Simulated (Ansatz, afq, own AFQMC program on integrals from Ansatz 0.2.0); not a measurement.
## Breaking B2–O1 in BOF, singlet

```yaml
atoms:
  - { symbol: O, position_ang: [0.9829, -0.5647, 0.4798] }
  - { symbol: B, position_ang: [0.0205, -0.0123, 0.0099] }
  - { symbol: F, position_ang: [-1.0034, 0.5770, -0.4898] }
```

Products: BF (singlet, the lower of two spins tried) and O (triplet), each relaxed with PBE0/def2-SVP like the molecule; electronic energies without zero-point terms. Determinants: RHF, RHF and UHF in that order.

Basis def2-TZVP. Noble-gas cores (and the filled d shells of Ga–Kr and In–Xe) are frozen. Integrals, coupled cluster, full CI and functionals: Ansatz 0.2.0; the random walks run on the same integrals in our own AFQMC program. ph-AFQMC/CISD is guided by a CISD state made of CCSD amplitudes; releasing the constraint for a short imaginary time cuts its bias at the price of noise, slowly where states lie close. ± is one standard error of the sampling. The errors of all members are added in quadrature.

No full CI on the walks' own integrals is used here; CCSDT(Q) serves as the reference and is uncertain by about the last step of the cluster series. Each member takes its own surest rung, up to full CI.

Errors are counted within def2-TZVP, not against nature.

Reference (CCSDT(Q)): 168.4 kcal/mol.

| level | bond energy (kcal/mol) | error against CCSDT(Q) (kcal/mol) |
| --- | --- | --- |
| HF | 117.9 | -50.6 |
| MP2 | 183.9 | 15.5 |
| CCSD | 163.7 | -4.7 |
| CCSD(T) | 168.3 | -0.1 |
| CCSDT | 168.0 | -0.4 |
| ph-AFQMC/CISD | 168.4 ± 0.2 | 0.0 ± 0.2 |
| released AFQMC | 168.3 ± 0.4 | -0.1 ± 0.4 |

Correlation beyond CCSD(T) adds 0.1 kcal/mol. The perturbative (T) step is worth +4.6 kcal/mol.

A walk keeps the symmetry of its determinant, which the program's search chose and which needn't be the lowest solution, so a lower state of the same spin and another symmetry isn't excluded. Released energies are given only where the last usable release times agree within the noise; a slower fall can still hide under it.
